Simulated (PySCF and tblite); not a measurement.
The numbers below are computed, except where a source is named.
**Conformer ensemble of C4H10, numbered as in [CH3:1][CH2:2][CH2:3][CH3:4]**

The ensemble was built from 60 distance-geometry starts (ETKDG, MMFF94s, GFN2-xTB) and rests on GFN2-xTB geometries. Weights use PBE0-D3(BJ)/def2-TZVP energies plus GFN2-xTB zero-point and thermal terms (modes under about 100 cm⁻¹ blended into free rotors). Symmetry numbers and mirror images are counted. Conformers within 3 kcal/mol (GFN2-xTB free energy) were kept, 10 at most. GIAO shieldings: WP04/pcSseg-1. Couplings: B3LYP/6-31G* with pcJ-1 on H (gas phase; spin-dipole term only for pairs with B, N, F, Si or P). Couplings are for ¹H; a prime marks the second kind of pair between the same two sets of atoms. H–H couplings come out 0.1 to 0.9 Hz lower than with pcJ-1 on all atoms. Shifts are against TMS (¹H), TMS (¹³C) at the same level. Programs: PySCF with density fitting and tblite.

Torsions listed: C1–C2–C3–C4. Of a mirror pair one member is shown.

```json
{"conformer": "1", "shape": "180°", "symmetry": "C2h", "E(GFN2) kcal/mol": "0.00", "E(DFT) kcal/mol": "0.00", "G(298.15 K) kcal/mol": "0.00", "weight %": "60.3", "dipole D": "0.00"}
{"conformer": "2", "shape": "68°", "symmetry": "C2 (pair)", "E(GFN2) kcal/mol": "0.60", "E(DFT) kcal/mol": "0.60", "G(298.15 K) kcal/mol": "0.25", "weight %": "39.7", "dipole D": "0.10"}
```

Weights (%) against temperature:

```tsv
T (K)	1	2	S(mix) cal/mol/K
180	75.0	25.0	1.46
230	67.3	32.7	1.71
298.15	60.3	39.7	1.88
330	58.0	42.0	1.93
400	54.1	45.9	2.00
```

Averaged shifts at 298.15 K. ¹H: 1.26 (H2/H3, 4H), 0.98 (H1/H4, 6H) ppm. ¹³C: 30.7 (C2/C3), 17.7 (C1/C4) ppm.

Averaged couplings (Hz): ²J(H1,H1) -13.7, ³J(H1,H2) 7.3, ²J(H2,H2) -13.3, ³J(H2,H3) 5.8, ³J(H2,H3′) 8.4.

Coordinates of conformer 1 (Å):

```xyz
14

C     1.905    0.350    0.157
C     0.592   -0.099   -0.474
C    -0.592    0.098    0.470
C    -1.905   -0.350   -0.160
H     2.733    0.199   -0.531
H     1.862    1.406    0.416
H     2.105   -0.216    1.065
H     0.419    0.468   -1.392
H     0.663   -1.155   -0.746
H    -0.661    1.154    0.742
H    -0.417   -0.469    1.387
H    -2.106    0.215   -1.068
H    -1.865   -1.406   -0.417
H    -2.732   -0.196    0.529
```

Coordinates of conformer 2 (Å):

```xyz
14

C    -1.542    0.283    0.513
C    -0.660   -0.740   -0.194
C     0.601   -0.129   -0.803
C     1.587    0.380    0.243
H    -1.033    0.709    1.373
H    -1.806    1.091   -0.166
H    -2.459   -0.186    0.861
H    -0.375   -1.523    0.513
H    -1.239   -1.212   -0.992
H     0.319    0.694   -1.465
H     1.096   -0.888   -1.414
H     2.499    0.730   -0.237
H     1.164    1.206    0.808
H     1.848   -0.416    0.937
```

Shifts are unscaled: against experiment ¹³C can be off by 15 ppm or more and ¹H by 0.8 ppm.

Search and properties took 40 s on 1 thread of Intel Xeon 6975P-C, on a host shared with other jobs (rough), launched as `OMP_NUM_THREADS=1 python ens_run.py task.json out`.
